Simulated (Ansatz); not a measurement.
# Relaxing TlOs2

All numbers below come from DFT PBE, scalar-relativistic, plane waves, PAW in Ansatz. Cutoff 420 eV, Γ-centred k mesh, Gaussian smearing, no spin polarisation in the final step.

A relaxed cell is given with its space group left out.

```xyz
6
Lattice="0.0000 3.7807 3.7807 3.7807 0.0000 3.7807 3.7807 3.7807 0.0000" Properties=species:S:1:pos:R:3 pbc="T T T"
Tl    0.0000    0.0000    0.0000
Tl    1.8904    1.8904    1.8904
Os    4.7259    4.7259    4.7259
Os    4.7259    2.8355    2.8355
Os    2.8355    2.8355    4.7259
Os    2.8355    4.7259    2.8355
```

The zero of energy is the elements' standard structures at the same level; no fitted shifts are applied.

(1) What space group does it have?

(2) What is its formation energy per atom?

(3) Is it a metal?

Results:

(1) Fd-3m (No. 227). Conventional cell: a = 7.561 Å. Tl is coordinated by 12 Os at 3.13 Å and 4 Tl at 3.27 Å; around Os lie 6 Os at 2.67 Å and 6 Tl at 3.13 Å.

(2) 1.12 eV/atom.

(3) Yes, bands cross the Fermi level on the 10×10×10 mesh.

The final run used a 10×10×10 mesh on its 6-atom cell and 0.10 eV smearing. For metals, differences of a few meV/atom aren't resolved. Spin–orbit coupling is left out. The cell came from a trial start, so TlOs2 may not exist in this structure.

Cost: 3 runs of about 2.2 core-minutes in all, on Arm Neoverse N1 (shared hosts).